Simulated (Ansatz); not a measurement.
Rock-salt RbBr was calculated with rVV10 (Ansatz, a first-principles code, plane waves, PAW).

Run with plane-wave cutoff 520 eV, 8×8×8 k mesh, Fermi–Dirac smearing 0.01 eV, scalar-relativistic PAW data made under PBE.

The direct gap at Γ against volume; x = 100 ln(V/40.150 Å³). One gap is withheld.

| V (Å³/atom) | x | gap (eV) |
|---|---|---|
| 37.741 | -6.19 | 4.067 |
| 38.544 | -4.08 | 4.009 |
| 39.347 | -2.02 | 3.954 |
| 40.150 | 0.00 | 3.902 |
| 40.953 | 1.98 | 3.852 |
| 41.756 | 3.92 | 3.805 |
| 42.559 | 5.83 | ? |

Question: Fit a straight line to the rows shown, give the volume deformation potential and predict the withheld gap.

Answer: Means of the 6 rows: x̄ = -1.065, ȳ = 3.9315 eV. Σ(x − x̄)(y − ȳ) = -1.8537 and Σ(x − x̄)² = 71.524, so the slope is -0.0259 eV per unit of x, and dE_g/d ln V = -2.6 eV. At x = 5.83: 3.9315 + (-0.0259) × (5.83 − (-1.065)) = 3.753 eV. The run gives 3.759 eV, 0.006 eV above the line, as the curve bends the same way over all rows.

Measured, for comparison: band gap 7.2 eV (temperature not stated, not corrected to a static lattice; as tabulated in Aguado et al. (1998), arXiv:cond-mat/9809176).

Spin–orbit coupling is not included.
